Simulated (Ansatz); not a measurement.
Two shapes of singlet C2H4O2.

Shape 1:

```xyz
8

C     0.0000   -0.9285   -0.0654
O     0.0000   -0.9156    1.1316
O     0.0000    0.1455   -0.8496
C     0.0000    1.3995   -0.1837
H     0.0000   -1.8418   -0.6966
H     0.0000    2.1653   -0.9678
H    -0.8920    1.5055    0.4514
H     0.8920    1.5055    0.4514
```

Shape 2:

```xyz
8

C     0.0000   -0.8542   -0.0602
O     0.0000   -0.8423    1.0411
O     0.0000    0.1339   -0.7816
C     0.0000    1.2875   -0.1691
H     0.0000   -1.6944   -0.6409
H     0.0000    1.9921   -0.8903
H    -0.8206    1.3850    0.4153
H     0.8206    1.3850    0.4153
```

Basis set: def2-TZVP (spherical functions). Left uncorrelated: 4 orbitals. Charge 0, multiplicity 1.

Computed with Ansatz (development build ahead of 0.2.0); each method stands on the lowest determinant of its kind that the runs found.

Which shape is lower in energy, and by how much in each method?

| method | E(2) − E(1) (eV) |
| --- | --- |
| RHF | 1.360 |
| RHF-MP2 | 1.909 |

Shape 1 is lower. Caution: no unrestricted run beside it, a lower state can exist.
